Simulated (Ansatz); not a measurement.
A calculation with Ansatz (development build ahead of 0.2.0).

```yaml
crystal:
  periodic: [false, false, false]
  atoms:
    - { symbol: O, position_ang: [0.02036, 0.3981, 0.49704] }
    - { symbol: O, position_ang: [-0.0176, -0.42096, -0.52601] }
    - { symbol: H, position_ang: [0.02487, -0.14387, 1.31848] }
    - { symbol: H, position_ang: [0.02449, 0.17512, -1.30579] }
basis:
  gaussian: { orbitals: cc-pVTZ }
total_charge: 1
magnetization:
  spin_polarized: true
  initial_magnetization: 1
hamiltonian:
  xc: hf
correlation:
  method: mp2
  frozen_orbitals: { H: 0, O: 1 }
output:
  forces: true
```

The input is written out in the form of the current development build from the run's settings.

Output:

```json
{"Converged": "yes", "Reference energy": "-150.48258 hartree", "Correlation energy": "-0.46795 hartree", "Total energy": "-150.95053 hartree", "Spin squared of the determinant": "0.771", "Stability test": "minimum"}
```

Forces (eV/Å):
```json
{"atom": "O1", "Fx": "0.092", "Fy": "1.110", "Fz": "-0.118"}
{"atom": "O2", "Fx": "0.013", "Fy": "-1.030", "Fz": "0.815"}
{"atom": "H3", "Fx": "-0.080", "Fy": "-0.629", "Fz": "-0.188"}
{"atom": "H4", "Fx": "-0.025", "Fy": "0.549", "Fz": "-0.510"}
```

Caution: forces differ strongly between restricted and unrestricted references; MP2 on this radical cation hangs on the determinant chosen.
